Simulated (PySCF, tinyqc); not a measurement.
A ladder of methods, and size consistency: correlation methods against full CI in the sto-6g basis, for BH, spin multiplicity 1. Computed by the program tinyqc with PySCF. All electrons correlated; +Q is the Davidson correction (1 - c0^2) E_corr. The last columns treat two copies 100 angstrom apart as one system. FCI is the lowest singlet.

Geometry (angstrom):

| atom | x | y | z |
|---|---|---|---|
| B | 0.0000 | 0.0000 | 0.0000 |
| H | 0.0000 | 0.0000 | 1.6890 |

RHF energy of one = -24.930840 hartree

Correlation energies (hartree):

| method | E_corr of one | share of FCI (%) | E_corr of two at 100 angstrom | two minus twice one (mhartree) |
|---|---|---|---|---|
| MP2 | -0.04277 | 52.404 | -0.08555 | 0.000 |
| CISD | -0.07736 | 94.777 | -0.14159 | 13.135 |
| CISD+Q | -0.08520 | 104.384 | -0.16375 | 6.661 |
| CCSD | -0.08145 | 99.786 | -0.16290 | 0.000 |
| CCSD(T) | -0.08152 | 99.867 | -0.16303 | 0.000 |
| FCI | -0.08163 | 100.000 | - | - |

What does the comparison show, and why?

MP2 recovers 52 %, CISD 94.8 % and CCSD 99.8 % of the FCI value (c0^2 = 0.899 in CISD). MP2 and coupled cluster are size consistent, so their last column vanishes; CISD loses 13.14 mhartree, since a double excitation on each copy is a quadruple of the pair, and the Davidson correction leaves +6.66. The restricted reference is unstable here: a spin-polarised solution lies 0.0060 hartree lower (PySCF), so results built on it describe a poor reference.
